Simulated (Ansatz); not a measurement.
**C2H9N2 (charge +1): geometry optimisation in Python**

Aim: a geometry optimisation, for C2H9N2 (charge +1), run from a script.

All numbers are computed with the Python package of Ansatz 0.2.0. Level of theory: B3LYP/def2-SVP.

### Step 1. The system

Bond lengths: C1–N2 1.512 Å, N2–C3 1.512 Å, N2–N4 1.445 Å, C1–H5 1.093 Å, C1–H6 1.094 Å, C1–H7 1.094 Å, N2–H8 1.036 Å, C3–H9 1.094 Å, C3–H10 1.094 Å, C3–H11 1.093 Å, N4–H12 1.030 Å, N4–H13 1.030 Å. Angles (14 of 21 angles, heavy atoms first): C1–N2–C3 111.8°, C1–N2–N4 108.6°, C3–N2–N4 108.6°, C1–N2–H8 108.2°, C3–N2–H8 108.2°, N4–N2–H8 111.6°, N2–C1–H5 107.6°, N2–C1–H6 109.0°, N2–C1–H7 108.1°, N2–C3–H9 108.1°, N2–C3–H10 109.0°, N2–C3–H11 107.6°, N2–N4–H12 113.7°, N2–N4–H13 113.7°.

No structure file is read: the coordinates are typed or built in the script.

### Step 2. Script

opt_c2h9n2.py reads:

```python
import itertools

import ansatz
from ase.data import atomic_numbers, covalent_radii
import numpy as np
from rdkit import Chem
from rdkit.Chem import AllChem

rd = Chem.AddHs(Chem.MolFromSmiles("C[NH+](C)N"))
AllChem.EmbedMolecule(rd, randomSeed=937)
AllChem.UFFOptimizeMolecule(rd)
molecule = ansatz.Crystal.molecule()
for atom, xyz in zip(rd.GetAtoms(), rd.GetConformer().GetPositions()):
    molecule = molecule.atom(atom.GetSymbol(), xyz.round(5).tolist())

setup = (
    molecule.calculation()
    .basis(gaussian="def2-SVP")
    .functional("b3lyp")
    .charge(1)
)
symbols = [site.symbol for site in molecule.cartesian_sites]
start = np.array([site.position_ang for site in molecule.cartesian_sites], dtype=float)
data = setup.relax(force_tolerance=0.005).run(threads=1).report
end = np.array(data["positions_ang"])

print(f"E = {data['free_energy_ev']:.6f} eV = {data['free_energy_ev'] / 27.211386246:.7f} Ha")
print("converged:", data["converged"], " doubts:", data["published_state_doubts"] or "none")

radius = [covalent_radii[atomic_numbers[s]] for s in symbols]
span = lambda where, i, j: np.linalg.norm(where[i] - where[j])
bonded = [(i, j) for i, j in itertools.combinations(range(len(symbols)), 2) if min(span(start, i, j), span(end, i, j)) < 1.2 * (radius[i] + radius[j])]
print("pair        before    after (A)")
for i, j in bonded:
    print(f"{symbols[i]}{i}-{symbols[j]}{j}".ljust(10), f"{span(start, i, j):8.4f} {span(end, i, j):8.4f}")
for first, second in list(itertools.combinations(bonded, 2)):
    shared = set(first) & set(second)
    if shared and symbols[(j := shared.pop())] != "H":
        i, k = sorted((set(first) | set(second)) - {j})
        u, v = end[i] - end[j], end[k] - end[j]
        angle = np.degrees(np.arccos(np.clip(u @ v / np.linalg.norm(u) / np.linalg.norm(v), -1, 1)))
        print(f"final angle {symbols[i]}{i}-{symbols[j]}{j}-{symbols[k]}{k}: {angle:.2f} deg")
with open("c2h9n2_opt.xyz", "w") as handle:
    handle.write(f"{len(symbols)}\nrelaxed C2H9N2(+)\n")
    handle.writelines(f"{s:2s} {x:11.6f} {y:11.6f} {z:11.6f}\n" for s, (x, y, z) in zip(symbols, end))
```

### Step 3. Launch

Launch:

```
> python opt_c2h9n2.py
```

**Question.** What results will this script give? Wanted: total energy; moves of the relaxation; energy gained; last largest force component.

**Answer**, as computed:

| quantity | value |
| --- | --- |
| total energy | -5189.4885 eV |
| moves of the relaxation | 6 |
| energy gained | 0.178 eV |
| last largest force component | 0.0022 eV/Å |

**Reading.** The relaxation took 6 moves; the largest shift is 0.187 Å, of atom 12 (H). Caveats:
- The end point is the stationary point reached from this start; no frequency run checks that it is a minimum, and the basis set is modest.
- b3lyp holds the VWN-RPA fit, as in Gaussian; the form of ORCA and Turbomole is b3lyp5.
